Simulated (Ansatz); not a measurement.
# BSiH2+ (singlet): wave-function methods side by side, cc-pVTZ

One table from this session's results is given with a row withheld; the runs are named, their logs left out.

The runs use Ansatz 0.2.0, Gaussian basis; cc-pVTZ, core rule «outside noble gas», up to 6 orbitals frozen.

To be run: UHF; CCSD(T) on RHF; CCSD(T) on UHF; BCCD(T) on RHF; CCSDT(Q) on RHF; CCSDT(Q) on UHF; CASSCF and MRCISD+Q, 8 electrons in 10 orbitals; CASSCF and NEVPT2, 8 electrons in 10 orbitals.

5 further runs of the same task are left out: 5 set aside as unsound or not needed.

**The geometry**

The geometry is a PBE0/def2-TZVP stationary point (not a proven minimum) of the parent state, kept for this charge and spin.

4 atoms, charge 1, spin multiplicity 1.

Atoms are counted from 1 here; the program's logs count them from 0.

Bond lengths: Si1–B2 1.954 Å, Si1–H3 1.501 Å, Si1–H4 1.501 Å. Angles: B2–Si1–H3 102.8°, B2–Si1–H4 102.8°, H3–Si1–H4 107.0°.

Set-up of the first run:

in.yaml reads:

```yaml
crystal:
  periodic: [false, false, false]
  atoms:
    - {symbol: Si, position_ang: [-0.085001, 0.000000, 0.494288]}
    - {symbol: B, position_ang: [0.088473, -0.000001, -1.451856]}
    - {symbol: H, position_ang: [0.709774, -1.206838, 0.899706]}
    - {symbol: H, position_ang: [0.709775, 1.206839, 0.899704]}
basis:
  gaussian: {orbitals: cc-pVTZ}
total_charge: 1
magnetization: {spin_polarized: true, initial_magnetization: 0}
hamiltonian: {xc: hf}
output: {orbitals: {seedname: orbitals}}
```

Launch:

```sh
> ansatz run in.yaml --threads 1 --pin off --events-out ev --progress --plain --max-ram 4096MiB --backend cpu
```

Among the steps run: UHF; CCSD(T) on RHF; CCSD(T) on UHF; BCCD(T) on RHF; CCSDT(Q) on RHF; CCSDT(Q) on UHF; CASSCF and MRCISD+Q, 8 electrons in 10 orbitals; CASSCF and NEVPT2, 8 electrons in 10 orbitals.

One of the session's tables, all rows but one given; the rest of the session is left out.

It belongs to the step «Misses and costs». 

| method | from RCCSDT(Q) (meV) |
| --- | --- |
| RHF | +6363.2 |
| UHF | +5045.6 |
| RMP2 | +1681.4 |
| UMP2 | +1361.0 |
| RCCSD | +407.0 |
| UCCSD | +319.4 |
| RCCSD(T) | +77.0 |
| UCCSD(T) | ? |
| BCCD(T) | +83.3 |
| RCCSDT | +32.2 |
| UCCSDT | +38.5 |
| RCCSDT(Q) | 0 |
| UCCSDT(Q) | +8.7 |
| CASSCF valence | +2974.4 |
| NEVPT2 valence | +777.8 |
| MRCISD valence | +181.3 |
| MRCISD+Q valence | +26.5 |

Q: Estimate the row for UCCSD(T) from the others.

The run gave: from RCCSDT(Q) (meV): +126.4. In the column «from RCCSDT(Q) (meV)» it lies between BCCD(T) (+83.3) and MRCISD valence (+181.3).

Caveats from the session: The determinant is far from a pure spin state, so its energy mixes those of several spin states (harmless only where they are near-degenerate, as at dissociation). Warnings: restricted reference is unstable; spin contamination; large T1 diagnostic. Restricted and unrestricted rows rest on different reference determinants; where their highest levels disagree by more than a few hundredths of an eV, they describe different states and don't form one ladder.
